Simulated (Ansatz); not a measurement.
bcc Ta, treated with PBE in Ansatz (PAW).

Numerical settings: plane-wave cutoff 520 eV, 28×28×28 k mesh, Fermi–Dirac smearing 0.057 eV (set by the program), scalar-relativistic PAW data made under PBE.

Computed at the level's own relaxed cell.

### Question
Give the computed Voigt–Reuss–Hill bulk modulus, elastic constant C44, Poisson ratio, elastic constant C12 and elastic constant C11.

### Answer

- Voigt–Reuss–Hill bulk modulus = 194 GPa
- elastic constant C44 = 73.4 GPa
- Poisson ratio = 0.353
- elastic constant C12 = 160 GPa
- elastic constant C11 = 262 GPa

Measured, for comparison: elastic constant C44 87.4 GPa, elastic constant C12 158 GPa, elastic constant C11 266 GPa (0 K, extrapolated to 0 K; zero-point effects included; as tabulated in Wang et al. (2022), arXiv:2209.12322). Computed (rounded) less measured: elastic constant C44 -16 %, elastic constant C12 +1 %, elastic constant C11 -2 %.

Note: shear constants of such metals converge slowly with the k mesh.

Elastic constants are with the ions relaxed.

Spin–orbit coupling is not included.

Cost on a shared machine: about 6 core-minutes (a rough figure).

Ansatz is an electronic-structure program.
